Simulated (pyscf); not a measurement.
A first-order saddle from PySCF, ωB97X-D3(BJ)/def2-SVP:

```
Al
O 1 1.7185
H 2 0.9575 1 126.89
O 1 1.8756 2 105.26 3 169.82
H 4 0.9646 1 118.64 2 -3.23
H 4 1.2257 5 116.01 1 -85.38
O 6 1.2235 4 137.41 5 116.09
H 7 0.9629 6 117.12 4 118.13
C 1 1.9497 2 124.41 3 30.13
H 9 1.1034 1 111.44 2 55.66
H 9 1.1034 10 107.06 1 -122.76
H 9 1.1041 10 106.85 11 -114.60
```

Surface: singlet, charge 0. Lowest wavenumbers (cm⁻¹): 993i, 83, 146, 169, 185.

Name the species on either side of this saddle.

`[CH3][Al]([OH])[OH]` + `[OH2]` ⇌ `[CH3][Al]([OH])[OH]` + `[OH2]`, a four-centre exchange read from left to right: Al–O, H–O broken and Al–O, H–O formed. At ωB97M-D3(BJ)/def2-TZVP it lies -12.2 kcal/mol from the left side and -12.2 kcal/mol from the right (each side as separated species at their lowest minima found). On the reactant side the descent ends in an adduct with a Al–O contact, 22.5 kcal/mol under the separated species and 9.3 kcal/mol under the saddle at ωB97X-D3(BJ)/def2-TZVP. On the product side the descent ends in an adduct with a Al–O contact, 20.8 kcal/mol under the separated species and 7.6 kcal/mol under the saddle at ωB97X-D3(BJ)/def2-TZVP. At ωB97M-D3(BJ) the saddle lies under the separated reactants, which points to a path from their complex (located at ωB97X-D3(BJ) alone). At ωB97M-D3(BJ) the saddle lies under the separated products, which points to a path from their complex (located at ωB97X-D3(BJ) alone). What is counted as formed (Al–O) is already present as a longer contact in the reactant adduct; forming that adduct is a step of its own. What is counted as broken (Al–O) persists as a longer contact in the product adduct; parting that adduct is a step of its own. One saddle was located; it need not be the lowest between these sides.
